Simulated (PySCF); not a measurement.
Silicon: a sound run and one with changed settings

Sound run: Si [Ne] 3s2 3p2, Si⁺ [Ne] 3s2 3p1. All numbers are calculated (PySCF 2.14, the non-relativistic Hamiltonian (point nucleus), in def2-TZVP (5s5p2d1f, 37 functions)). In the sound run the correlated levels freeze [Ne]. The sound run starts from symmetry-adapted Hartree-Fock orbitals and uses a fine grid where one is needed.

Changed run: basis STO-3G. This setting is unsound on purpose.

```json
{"species": "Si", "method": "UHF", "sound run (hartree)": "-288.85079", "changed run (hartree)": "-285.46622", "converged": "yes"}
{"species": "Si", "method": "BP86", "sound run (hartree)": "-289.39623", "changed run (hartree)": "-285.94068", "converged": "yes"}
{"species": "Si", "method": "PBE0", "sound run (hartree)": "-289.24944", "changed run (hartree)": "-285.82311", "converged": "yes"}
{"species": "Si", "method": "MP2", "sound run (hartree)": "-288.90571", "changed run (hartree)": "-285.47352", "converged": "yes"}
{"species": "Si", "method": "CCSD(T)", "sound run (hartree)": "-288.92674", "changed run (hartree)": "-285.47963", "converged": "yes"}
{"species": "Si⁺", "method": "UHF", "sound run (hartree)": "-288.57001", "changed run (hartree)": "-285.32969", "converged": "yes"}
{"species": "Si⁺", "method": "BP86", "sound run (hartree)": "-289.09288", "changed run (hartree)": "-285.77344", "converged": "yes"}
{"species": "Si⁺", "method": "PBE0", "sound run (hartree)": "-288.94737", "changed run (hartree)": "-285.65714", "converged": "yes"}
{"species": "Si⁺", "method": "MP2", "sound run (hartree)": "-288.61035", "changed run (hartree)": "-285.34477", "converged": "yes"}
{"species": "Si⁺", "method": "CCSD(T)", "sound run (hartree)": "-288.62891", "changed run (hartree)": "-285.35653", "converged": "yes"}
```

Ionisation energy of Si:

```csv
method,sound run (eV),changed run (eV)
UHF,7.640,3.715
BP86,8.255,4.551
PBE0,8.220,4.516
MP2,8.037,3.503
SCS-MP2,7.953,3.461
CCSD,8.067,3.350
CCSD(T),8.105,3.350
```

A minimal basis cannot let orbitals breathe on ionisation and holds almost no correlation.

For comparison, NIST gives 8.152 eV between the lowest levels.
